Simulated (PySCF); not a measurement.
**Curvature of the energy in the electron number along group 15, charge -1**

Calculated with PySCF 2.14, in aug-cc-pV(D+d)Z, non-relativistic, aug-cc-pVDZ-PP with ECP10MDF, ECP, aug-cc-pVDZ-PP with ECP28MDF, ECP, aug-cc-pVDZ-PP with ECP60MDF, ECP: one orbital is emptied in steps, and each cell gives the departure of E from the straight line at half an electron, in eV (from a cubic fit). The exact functional gives zero.

```
species  orbital    LDA    PBE  r2SCAN   PBE0  BHandHLYP  LC-wPBE
     P⁻  3p beta  -0.74  -0.71   -0.65  -0.48      -0.29     0.09
    As⁻  4p beta  -0.71  -0.68   -0.61  -0.46      -0.29     0.09
    Sb⁻  5p beta  -0.66  -0.63   -0.56  -0.43      -0.28     0.09
    Bi⁻  6p beta  -0.64  -0.61   -0.53  -0.42      -0.28     0.09
```

**Question.** How does the mean departure depend on the functional?

**Answer.** LDA -0.69 eV; PBE -0.66 eV; r2SCAN -0.59 eV; PBE0 -0.45 eV; BHandHLYP -0.29 eV; LC-wPBE 0.09 eV. Semilocal functionals are convex (delocalisation error), and exact exchange removes curvature roughly in proportion to its share, so among the functionals the range-separated hybrids usually come closest to zero.

At the full anion the orbital energy is positive in some cells, where the basis helps to hold the electron.

No spin-orbit coupling is included.
